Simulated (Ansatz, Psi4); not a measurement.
# Heat of formation of HNO2 (nitrous acid) from total energies

HNO2: 4 atoms, total charge 0, spin state singlet. As SMILES, `O=NO`. The shape is that of a PBE0-D4/def2-TZVP optimisation.

Total energies at CCSD(T)/def2-TZVP, 3 core orbitals frozen (Psi4 1.11); the atoms run unrestricted:

```
species    state  energy (Eh)
   HNO2  singlet  -205.436178
      O  triplet   -74.976745
      N  quartet   -54.515941
      H  doublet    -0.499810
```

Harmonic wavenumbers at B2PLYP/cc-pVTZ, in cm⁻¹: 592, 601, 819, 1295, 1731, 3775.

Measured heats of formation of the gaseous atoms at 298.15 K, in kJ/mol: O 249.2, N 472.4, H 218.0. Spin-orbit lowering of the atoms at 298 K (mean of the ground term's levels less their thermal mean, from spectra), in kJ/mol: O 0.40. Take 1 Eh = 2625.50 kJ/mol, 1 cm⁻¹ = 0.0119627 kJ/mol, RT = 2.479 kJ/mol.

Work out the heat of formation of the gas at 298 K.


1. Electronic atomisation energy: 2 × (-74.976745) + (-54.515941) + (-0.499810) − (-205.436178) = 0.466937 Eh = 1225.9 kJ/mol.
2. Zero-point energy: half the sum of the wavenumbers, 4406.5 cm⁻¹ = 52.7 kJ/mol.
3. Thermal vibrational enthalpy, Σ hcν̃/(exp(hcν̃/kT) − 1): 1.1 kJ/mol. Translation, rotation and pV of a non-linear molecule: 4 RT = 9.9 kJ/mol.
4. The 4 free atoms carry 5/2 RT each: 24.8 kJ/mol.
5. Spin-orbit coupling lowers the free atoms by 2 × 0.40 = 0.8 kJ/mol.
6. Atomisation enthalpy at 298 K: 1225.9 − 0.8 − 52.7 − 1.1 − 9.9 + 24.8 = 1186.2 kJ/mol.
7. Sum of the atoms' heats of formation: 1188.8 kJ/mol. Heat of formation: 1188.8 − 1186.2 = +2.6 kJ/mol.

The tabulated value is -78.7 kJ/mol (Active Thermochemical Tables), so this level is off by +81.3 kJ/mol, or 6.4 % of the atomisation enthalpy that the table implies (1267.6 kJ/mol). Coupled cluster needs large bases for atomisation: in a finite one the molecule is underbound. Anharmonicity and any spin-orbit splitting of the molecule are left out, and cores are frozen in the wave-function part.
